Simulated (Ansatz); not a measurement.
CH3 (SMILES [CH3]) moved off its minimum; all values from Ansatz (a program for electronic structure), cores frozen in correlated methods. Open shells are unrestricted.
(charge 0, multiplicity 2)
```xyz
4

C     -0.02706     0.01084     0.02242
H      0.99416    -0.21582    -0.00211
H     -0.77928    -0.87602     0.01377
H     -0.28083     1.00096    -0.01092
```

```tsv
level	largest force (eV/Å)	on atom	rms difference from CCSD(T)/aug-cc-pVTZ (eV/Å)	dipole (D)
HF/def2-TZVPP	4.15	C1	0.165	0.07
PBE/def2-TZVPP	4.12	C1	0.119	0.07
r2SCAN/def2-TZVPP	4.10	C1	0.014	0.07
B3LYP/def2-TZVPP	4.05	C1	0.032	0.07
wB97M-V/def2-TZVPP	4.09	C1	0.052	0.07
MP2/aug-cc-pVTZ	4.17	C1	0.090	0.06
CCSD(T)/aug-cc-pVTZ	4.10	C1	0.000	0.06
```

The differences count from one level among others, with limits of its own. Forces at CCSD(T)/aug-cc-pVTZ (eV/Å):

```
atom      Fx      Fy      Fz
----  ------  ------  ------
C1    -1.623  -3.759   0.036
H2     1.319  -0.465  -0.004
H3     1.361   2.017   0.026
H4    -1.057   2.208  -0.058
```
